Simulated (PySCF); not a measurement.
**Vibration and rotation of NO**

r²SCAN0 constants of NO, ²Π (doublet), unpaired electrons π ↑ (N cc-pVTZ, O cc-pVTZ; no relativity (PySCF 2.14); masses 14.0031 and 15.9949 u):

| Quantity | Value |
| --- | --- |
| ωe | 2066.1 cm⁻¹ |
| ωexe | 12.0 cm⁻¹ |
| Be | 1.7506 cm⁻¹ |
| αe | 0.0153 cm⁻¹ |
| De to N + O | 6.00 eV |

Q: What force constant and bond length do these constants imply?

A: Reduced mass μred = 7.4664 u; k = 5.8918×10⁻⁷·μred·ωe² (u, cm⁻¹, mdyn/Å) = 18.8 mdyn/Å; Re = √(16.8576/(μred·Be)) (u, cm⁻¹, Å) = 1.136 Å.

Q: Estimate the centrifugal constant D from the Kratzer relation and find the Dunham coefficient a1.

A: D = 4Be³/ωe² = 5.03e-06 cm⁻¹; a1 = −1 − αeωe/(6Be²) = -2.72.

The state is the lowest determinant that a PBE0 search found; another state may lie lower at other levels.
